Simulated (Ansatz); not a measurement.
# NaS+ (triplet): wave-function methods side by side at distance S1–Na2 = 4.577 Å, cc-pVDZ

Aim: climb from Hartree-Fock through coupled cluster and multireference methods for NaS+ (triplet) at one geometry and basis, and see what each rung misses.

Computed with Ansatz 0.2.0, Gaussian basis. Level: cc-pVDZ, core rule «outside noble gas», up to 10 orbitals frozen.

The runs, in order: UHF; CCSD(T) on ROHF; CCSD(T) on UHF; BCCD(T) on ROHF; CISD; CCSDT(Q) on ROHF; CCSDT(Q) on UHF; CASSCF and MRCISD+Q, 4 electrons in 4 orbitals; CASSCF and NEVPT2, 4 electrons in 4 orbitals; Full CI.

61 further runs of the same task are left out: 46 for a known fault of the program, 12 that didn't finish, 3 set aside as unsound or not needed.

### 1 The geometry

The geometry derives from a PBE0/def2-TZVP stationary point (not a proven minimum). One bond is set to the value named and the two fragments are kept rigid.

2 atoms, charge 1, spin multiplicity 3.

Atoms are counted from 1 here; the program's logs count them from 0.

No contacts short enough for the rule that draws bonds.

### 2 UHF

The input, in.yaml:

```yaml
crystal:
  periodic: [false, false, false]
  atoms:
    - {symbol: S, position_ang: [0.000000, 0.000000, 0.000000]}
    - {symbol: Na, position_ang: [0.000000, 0.000000, 4.577000]}
basis:
  gaussian: {orbitals: cc-pVDZ}
total_charge: 1
magnetization: {spin_polarized: true, initial_magnetization: 2}
hamiltonian: {xc: hf}
output: {orbitals: {seedname: orbitals}}
```

On the command line:

```
ansatz run in.yaml --threads 1 --pin off --events-out ev --progress --plain --max-ram 2393MiB
```

The runs that follow: CCSD(T) on ROHF; CCSD(T) on UHF; BCCD(T) on ROHF; CISD; CCSDT(Q) on ROHF; CCSDT(Q) on UHF; CASSCF and MRCISD+Q, 4 electrons in 4 orbitals; CASSCF and NEVPT2, 4 electrons in 4 orbitals; Full CI.

**Question.** What will the summary of the whole plan be? Wanted: FCI below the RHF energy; RMP2 from FCI; UMP2 from FCI; RCCSD from FCI; RCCSD(T) from FCI; UCCSD(T) from FCI; RCCSDT(Q) from FCI; UCCSDT(Q) from FCI; NEVPT2 pair from FCI.

The runs gave:

| quantity | value |
| --- | --- |
| FCI below the RHF energy | -2.9585 eV |
| RMP2 from FCI | +51.9 kJ/mol |
| UMP2 from FCI | +53.7 kJ/mol |
| RCCSD from FCI | +4.5 kJ/mol |
| RCCSD(T) from FCI | +1.1 kJ/mol |
| UCCSD(T) from FCI | +1.0 kJ/mol |
| RCCSDT(Q) from FCI | 0.0 kJ/mol |
| UCCSDT(Q) from FCI | 0.0 kJ/mol |
| NEVPT2 pair from FCI | +44.8 kJ/mol |
| MRCISD+Q pair from FCI | -2.0 kJ/mol |
| levels within 1 kcal/mol (43 meV) | RCCSD(T), UCCSD(T), BCCD(T), RCCSDT, UCCSDT, RCCSDT(Q), UCCSDT(Q), MRCISD+Q pair |
| T1 diagnostic | 0.015 |
| effectively unpaired electrons | 2.02 |

**Reading.** RCCSD(T) misses by +1.1 kJ/mol, 0.4 % of the correlation energy. MRCISD+Q pair falls below full CI: the +Q correction isn't variational, and the cores differ from full CI's. One determinant dominates. Of the multireference levels listed MRCISD+Q pair comes nearest in total energy (-2.0 kJ/mol), which doesn't show that its space is the better one. These misses are within one basis, not against nature; the frozen cores of restricted and unrestricted runs differ, which can shift their rows.
